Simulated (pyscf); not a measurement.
A first-order saddle from PySCF, ωB97X-D3(BJ)/def2-SVP:

```xyz
7

O     -0.1261     0.9021     0.2714
Al    -0.0366    -0.7582    -0.5424
H      0.0839     1.0383     1.2049
H     -1.2627     0.4348     0.0318
H      0.5300    -0.8673    -1.9998
F      0.3159    -1.9285     0.6006
H     -1.7674    -0.3513    -0.4474
```

Surface: singlet, charge 0. Lowest wavenumbers (cm⁻¹): 1294i, 207, 376, 472, 587.

**Question.** Name the species on either side of this saddle.

**Answer.** `[OH][AlH][F]` + `[H][H]` <-> `[OH2]` + `[F][AlH2]`, a four-centre exchange read from left to right: Al–O, H–H broken and H–O, Al–H formed. At ωB97M-D3(BJ)/def2-TZVP it lies +1.03 eV from the left side and -0.28 eV from the right (each side as separated species at their lowest minima found). On the product side the descent ends in an adduct with a Al–O contact, 1.07 eV under the separated species and 0.75 eV under the saddle at ωB97X-D3(BJ)/def2-TZVP. At ωB97M-D3(BJ) the saddle lies under the separated products, which points to a path from their complex (located at ωB97X-D3(BJ) alone), and parting the products costs more than the saddle. What is counted as broken (Al–O) persists as a longer contact in the product adduct; parting that adduct is a step of its own. At the saddle there is also a short Al–H contact that neither side keeps. This is the saddle that the search found; another between the same sides may lie lower.
